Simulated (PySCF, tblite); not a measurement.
Calculations on `FC(F)(F)[C]Cl` [triplet], in the order of a workflow; each names the level of the geometry that it ran on. Settings lines and outputs come from a driver script.

Compound: C₂ClF₃ (triplet state).
Bonds: F1–C2, C2–F3, C2–F4, C2–C5, C5–Cl6.

Step 1: GFN2-xTB geometry optimisation, gas phase (tblite 0.8.0) (from a force-field or distance-geometry start)
```json
{"job": {"kind": "relax", "xc": "GFN2-xTB", "basis": "xTB"}, "charge": 0, "multiplicity": 3}
```
```
step      E/eV     max force
  0    -621.41665    3.733
  1    -621.70720    1.944
  2    -621.80810    1.743
...
 72    -622.17443    0.084
 73    -622.17465    0.026
 74    -622.17469    0.018
 75    -622.17473    0.011
 76    -622.17474    0.003
```

Energy lowered by 17.5 kcal/mol over 76 steps; largest atomic force 0.003 eV/Å at the end. «max force» is the largest atomic force in eV/Å.

Time: 0.24 s wall. Hardware: one thread, Arm Neoverse V2 (aarch64), shared host with 96 logical CPUs at a one-minute load of 85.

Step 2: GFN2-xTB harmonic vibrations, gas phase (tblite 0.8.0) (on the GFN2-xTB geometry)
```json
{"job": {"kind": "ir", "xc": "GFN2-xTB", "basis": "xTB"}, "charge": 0, "multiplicity": 3}
```
```
(table of modes left out)
```

12 modes from 47 to 1241 cm⁻¹ (unscaled, harmonic); zero-point energy 10.5 kcal/mol; all wavenumbers are real at this level.

The run took under 0.1 s wall on one thread, Arm Neoverse V2 (aarch64), shared host with 96 logical CPUs at a one-minute load of 85.

Step 3: UKS B3LYP, pcH-1 on C Cl F, non-relativistic, mean-field spin-orbit, GIAO (PySCF 2.14.0) (on the GFN2-xTB geometry)
```json
{"job": {"kind": "epr", "basis": "pcH-1"}, "charge": 0, "multiplicity": 3}
```
```
...
E = -835.82045373 Eh   <S^2> = 2.0061 (exact 2.0000)
g shifts (ppm)      1          2          3
  rmc          -206       -206       -206
  gc             42         26          5
  oz_so         408       2447       2631
  total         244       2266       2429
hyperfine (MHz)  atom isotope    a_iso     a_fc   dipolar eigenvalues
    0   19F      70.58      70.33    -53.35    -39.85     93.19
    1   13C      22.90      22.93     -5.48     -3.35      8.83
    2   19F      70.42      70.17    -53.31    -39.79     93.10
    3   19F       1.07       1.26    -11.92      0.47     11.45
    4   13C     320.73     320.57    -72.76     21.24     51.52
    5  35Cl      13.72      13.82    -35.42     14.06     21.36
zero-field splitting (cm-1)  D = 2.4082  E = 0.0653  (spin-spin 0.5998, spin-orbit 1.8203)
```

⟨S²⟩ 2.006; g_iso 2.0040. rmc, gc and oz_so are the mass-correction, gauge-correction and orbital-Zeeman/spin–orbit parts of the g shift along its three principal axes; a_iso is the isotropic hyperfine coupling and a_fc its Fermi-contact part. The log counts atoms from 0, this text from 1.

Time: 30 s wall (with the writing of density and orbital grids); peak memory 0.63 GiB. Hardware: an Arm Neoverse V2 with one thread, shared host with 96 logical CPUs at a one-minute load of 86.

Geometry of the electronic-property runs (GFN2-xTB):
```
atom  x, y, z in Å
F1    -1.350    0.595    0.126
C2    -0.339   -0.291   -0.062
F3    -0.211   -0.929    1.129
F4    -0.782   -1.196   -0.932
C5     0.900    0.342   -0.507
Cl6    1.785    1.481    0.224
```

This triplet need not be the ground state; the singlet was not compared here. (This holds for the electronic-property runs.)
